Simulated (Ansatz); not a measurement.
Relaxation of H3OSSi (6 atoms, charge 0, multiplicity 2), to a largest force component of 0.02 eV/Å in at most 50 steps.

Method: UKS revPBE-D4/def2-SVP in Ansatz 0.2.0.

```xyz
6
Properties=species:S:1:pos:R:3
O -0.341 -1.310 -0.147
Si 0.372 0.166 0.160
S -1.055 1.638 -0.468
H -1.197 -1.119 -0.544
H 1.619 0.260 -0.658
H 0.644 0.301 1.611
```

Task: Where does it end, and by what steps?

Result: The forces met the threshold. After 13 steps the energy has fallen by 0.130 eV; H4 moved furthest, 0.46 Å.

```
step  energy less start (eV)  largest force component (eV/Å)  accepted
   0                  0.0000                           0.651       yes
   1                 -0.0796                           0.409       yes
   2                 -0.0880                           0.221       yes
   3                 -0.0958                           0.209       yes
   4                 -0.0989                           0.218       yes
   5                 -0.0598                           1.403        no
   6                 -0.1080                           0.330       yes
   7                 -0.0903                           1.191        no
   8                 -0.1158                           0.217       yes
   9                 -0.1220                           0.152       yes
  10                 -0.1278                           0.089       yes
  11                 -0.1273                           0.135        no
  12                 -0.1290                           0.027       yes
  13                 -0.1297                           0.007       yes
```

```xyz
6
Properties=species:S:1:pos:R:3
O -0.523 -1.290 0.086
Si 0.258 0.195 0.183
S -0.871 1.904 -0.412
H -0.971 -1.462 -0.761
H 1.446 0.300 -0.754
H 0.703 0.289 1.611
```

Whether the end is a true minimum wasn't checked by a vibrational analysis.

Time of the run: 18 s on 2 threads of Intel(R) Xeon(R) Platinum 8488C (Sapphire Rapids) (shared host), peak memory 0.17 GiB.
